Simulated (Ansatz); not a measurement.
`CC(=S)C(=N)F`, charge 0, multiplicity 1.

(1) Give a relaxed structure at PBE0-D4/def2-TZVP (Ansatz). (Best estimate.)

## Answers

(1) Ansatz gave: 
```xyz
10

C    -0.108    0.641   -1.208
C     0.552    0.528    0.121
S     1.736    1.499    0.635
C     0.039   -0.573    0.977
N    -0.879   -1.340    0.604
F     0.628   -0.680    2.168
H     0.320    1.465   -1.773
H    -1.184    0.787   -1.080
H     0.001   -0.295   -1.762
H    -1.102   -2.033    1.318
```
Point group Cs.
This is one stationary point; other conformers may exist.
